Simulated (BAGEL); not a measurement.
**CH3FO (SMILES OCF): HF/6-31G(d) (density fitting with qzvpp-jkfit, spherical functions)**

What is the vertical electron affinity of CH3FO at HF/6-31G* (density fitting with qzvpp-jkfit, spherical functions)? 

The results are computed with BAGEL 1.2.2.

### 1 The structure to begin with

The species is CH3FO (6 atoms), meant as a singlet with charge 0. As SMILES, `OCF`. Geometry: relaxed at PBE0-D4/def2-TZVP. This is one conformer, not always the lowest.

Bond lengths: O1–C2 1.370 Å, C2–F3 1.381 Å, O1–H4 0.962 Å, C2–H5 1.096 Å, C2–H6 1.091 Å. Angles: O1–C2–F3 111.1°, O1–C2–H5 112.9°, O1–C2–H6 107.4°, F3–C2–H5 106.3°, F3–C2–H6 107.8°, C2–O1–H4 109.3°, H5–C2–H6 111.3°.

### 2 The energy at HF/6-31G(d) (density fitting with qzvpp-jkfit, spherical functions)

hf.json

```json
{ "bagel": [

{
  "title": "molecule",
  "basis": "6-31gs.json",
  "df_basis": "qzvpp-jkfit",
  "angstrom": true,
  "geometry": [
    { "atom": "O", "xyz": [      -0.794000,      -0.697200,      -0.247400 ] },
    { "atom": "C", "xyz": [       0.250200,       0.049000,       0.230800 ] },
    { "atom": "F", "xyz": [      -0.094100,       1.383200,       0.323800 ] },
    { "atom": "H", "xyz": [      -0.928700,      -0.495100,      -1.178000 ] },
    { "atom": "H", "xyz": [       1.136800,       0.004900,      -0.412500 ] },
    { "atom": "H", "xyz": [       0.472100,      -0.308800,       1.237300 ] }
  ]
},

{ "title": "hf" },

{ "title": "print", "file": "orbitals.molden", "orbitals": true }

]}
```

The basis set 6-31G* is read from a file made from the Basis Set Exchange's data (not shown).

Launch:

```console
$ BAGEL_NUM_THREADS=1 BAGEL hf.json > hf.out
```

Standard output:

```text
* using 1 threads per process

  ===============================================================
  ===============================================================

  *** Geometry ***

  { "atom" : "O", "xyz" : [     -1.500443,     -1.317517,     -0.467518 ] },
  { "atom" : "C", "xyz" : [      0.472809,      0.092597,      0.436149 ] },
  { "atom" : "F", "xyz" : [     -0.177823,      2.613869,      0.611893 ] },
  { "atom" : "H", "xyz" : [     -1.754989,     -0.935603,     -2.226097 ] },
  { "atom" : "H", "xyz" : [      2.148241,      0.009260,     -0.779512 ] },
  { "atom" : "H", "xyz" : [      0.892140,     -0.583547,      2.338158 ] },

  Number of auxiliary basis functions:      283

  Since a DF basis is specified, we compute 2- and 3-index integrals:
    o Being stored without compression. Storage requirement is 0.005 GB

  Number of basis functions:       48
  Number of electrons      :       26

    * METHOD: MOLECULE                             0.05

  *** RHF ***

  === Nuclear Repulsion ===
    79.4403251728

      * DIIS with orbital gradients will be used.

  === RHF iteration (6-31gs.json) ===
      0       -213.72652168          0.03163855           0.01
      1       -213.84401197          0.01828482           0.01
      2       -213.89499470          0.00198975           0.01
      3       -213.89591126          0.00036648           0.01
      4       -213.89594793          0.00012046           0.01
      5       -213.89595343          0.00003191           0.01
      6       -213.89595384          0.00000757           0.01
      7       -213.89595386          0.00000289           0.01
      8       -213.89595386          0.00000082           0.01
      9       -213.89595386          0.00000031           0.01
     10       -213.89595386          0.00000009           0.01
     11       -213.89595386          0.00000003           0.01
     12       -213.89595386          0.00000001           0.01
     13       -213.89595386          0.00000000           0.01
    * SCF iteration converged.

    * Permanent dipole moment:
           (   -0.497275,     0.330430,     0.526378) a.u.

    * METHOD: HF                                   0.16

    * METHOD: PRINT                                0.00

  ===============================================================
```

Wall time 0.34 s (1 thread of Arm Neoverse V2, shared host).

### 3 The doublet anion, same level

job.json

```json
{ "bagel" : [

{
  "title" : "molecule",
  "basis" : "6-31gs.json",
  "df_basis" : "qzvpp-jkfit",
  "angstrom" : true,
  "geometry" : [
    { "atom" : "O", "xyz" : [   -0.794000,   -0.697200,   -0.247400 ] },
    { "atom" : "C", "xyz" : [    0.250200,    0.049000,    0.230800 ] },
    { "atom" : "F", "xyz" : [   -0.094100,    1.383200,    0.323800 ] },
    { "atom" : "H", "xyz" : [   -0.928700,   -0.495100,   -1.178000 ] },
    { "atom" : "H", "xyz" : [    1.136800,    0.004900,   -0.412500 ] },
    { "atom" : "H", "xyz" : [    0.472100,   -0.308800,    1.237300 ] }
  ]
},
{ "title" : "uhf", "charge" : -1, "nopen" : 1 },
{ "title" : "print", "file" : "orbitals.molden", "orbitals" : true }

]}
```

The basis set 6-31G* is read from a file made from the Basis Set Exchange's data (not shown).

Launch:

```console
$ BAGEL_NUM_THREADS=1 BAGEL job.json > job.out
```

Standard output:

```text
* using 1 threads per process

  ===============================================================
  ===============================================================

  *** Geometry ***

  { "atom" : "O", "xyz" : [     -1.500443,     -1.317517,     -0.467518 ] },
  { "atom" : "C", "xyz" : [      0.472809,      0.092597,      0.436149 ] },
  { "atom" : "F", "xyz" : [     -0.177823,      2.613869,      0.611893 ] },
  { "atom" : "H", "xyz" : [     -1.754989,     -0.935603,     -2.226097 ] },
  { "atom" : "H", "xyz" : [      2.148241,      0.009260,     -0.779512 ] },
  { "atom" : "H", "xyz" : [      0.892140,     -0.583547,      2.338158 ] },

  Number of auxiliary basis functions:      283

  Since a DF basis is specified, we compute 2- and 3-index integrals:
    o Being stored without compression. Storage requirement is 0.005 GB

  Number of basis functions:       48
  Number of electrons      :       26

    * METHOD: MOLECULE                             0.05

  *** Open-shell HF ***

  === Nuclear Repulsion ===
    79.4403251728

      * DIIS with orbital gradients will be used.

  === UHF iteration (6-31gs.json) ===
      0       -213.46890845          0.06520871           0.02
      1       -213.61768055          0.04178202           0.02
      2       -213.66697048          0.02610049           0.02
      3       -213.69646151          0.00159210           0.02
      4       -213.69722156          0.00087356           0.02
      5       -213.69742763          0.00033385           0.02
      6       -213.69751682          0.00016564           0.02
      7       -213.69753451          0.00009160           0.02
      8       -213.69754165          0.00002376           0.02
      9       -213.69754251          0.00001129           0.02
     10       -213.69754271          0.00000718           0.02
     11       -213.69754281          0.00000389           0.02
     12       -213.69754284          0.00000175           0.02
     13       -213.69754285          0.00000051           0.02
     14       -213.69754285          0.00000024           0.02
     15       -213.69754285          0.00000008           0.02
     16       -213.69754285          0.00000004           0.02
     17       -213.69754285          0.00000002           0.02
     18       -213.69754285          0.00000001           0.02
    * SCF iteration converged.

    * S^2 (UHF) is 0.7522

    * Permanent dipole moment:
           (   -1.297433,    -0.731489,    -1.605020) a.u.

    * METHOD: UHF                                  0.37

    * METHOD: PRINT                                0.00

  ===============================================================
```

Wall time 0.56 s (1 thread of Arm Neoverse V2, shared host).

### 4 Results

At HF/6-31G* (density fitting with qzvpp-jkfit, spherical functions):

| quantity | value |
| --- | --- |
| singlet CH3FO: total energy | -213.89595 Eh |
| singlet CH3FO: dipole moment | 2.02 D |
| singlet CH3FO: HOMO energy | -13.37 eV |
| singlet CH3FO: LUMO energy | 5.95 eV |
| singlet CH3FO: HOMO–LUMO gap | 19.32 eV |
| doublet anion: total energy | -213.69754 Eh |
| doublet anion: ⟨S²⟩ | 0.752 |
| vertical electron affinity (to the doublet anion) | -5.399 eV |

What this shows: The anion lies 5.40 eV (125 kcal/mol) above the neutral: the electron isn't bound at this level, and such a value depends on the basis. Without diffuse functions anions come out too high. Hartree–Fock misses the correlation that binds many anions.
